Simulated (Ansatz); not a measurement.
**BH2S2− (SMILES [S-]BS): one structure at several levels**

The task here is to estimate one member of a computed series from the others.

Computed with Ansatz 0.2.0, Gaussian basis. Level: single points in def2-TZVPPD.

Correlated methods freeze the cores.

## Where the work starts

SMILES `[S-]BS`, 5 atoms, charge -1, spin multiplicity 1.

Atoms are counted from 1 here; the program's logs count them from 0.

Bond lengths: S1–B2 1.707 Å, B2–S3 1.974 Å, B2–H4 1.085 Å, S3–H5 1.276 Å. Angles: S1–B2–S3 120.4°, S1–B2–H4 124.4°, S3–B2–H4 115.1°, B2–S3–H5 95.2°.

Geometry (Å):

```xyz
5

S    -1.2121   -1.0520    0.8891
B    -0.5751   -0.0247   -0.3156
S     1.2674    0.6670   -0.1673
H    -1.1360    0.3400   -1.1701
H     1.5578   -0.0031    0.8795
```

The first run:

The input, run/in.yaml:

```yaml
crystal:
  periodic: [false, false, false]
  atoms:
    - {symbol: S, position_ang: [-1.212100, -1.052000, 0.889100]}
    - {symbol: B, position_ang: [-0.575100, -0.024700, -0.315600]}
    - {symbol: S, position_ang: [1.267400, 0.667000, -0.167300]}
    - {symbol: H, position_ang: [-1.136000, 0.340000, -1.170100]}
    - {symbol: H, position_ang: [1.557800, -0.003100, 0.879500]}
basis:
  gaussian: {orbitals: "def2-TZVPPD.json"}
total_charge: -1
correlation: {method: ccsd_t}
output: {forces: true}
```

The basis file named in the input lies beside it (Basis Set Exchange, JSON).

No record of the launch command was kept for these runs.

Steps of the session up to this table: CCSD(T)/def2-TZVPPD; PBE0-D4/def2-TZVPPD; wB97M-V/def2-TZVPPD; r2SCAN-D4/def2-TZVPPD; PBE-D4/def2-TZVPPD; CAM-B3LYP-D4/def2-TZVPPD; SPW92/def2-TZVPPD.

One of the session's tables, all rows but one given; the rest of the session is left out.

```
      method  RMS force component (eV/Å)  angle to CCSD(T) forces (°)
     CCSD(T)                       1.601                    reference
     PBE0-D4                       1.650                          3.8
     wB97M-V                       1.568                          3.8
   r2SCAN-D4                       1.620                          2.6
      PBE-D4                       1.699                          3.2
CAM-B3LYP-D4                       1.572                          5.1
       SPW92                           ?                            ?
```

**Question.** Estimate the row for SPW92.

The run gave: RMS force component (eV/Å): 1.788; angle to CCSD(T) forces (°): 6.5. In the column «RMS force component (eV/Å)» it is the highest.
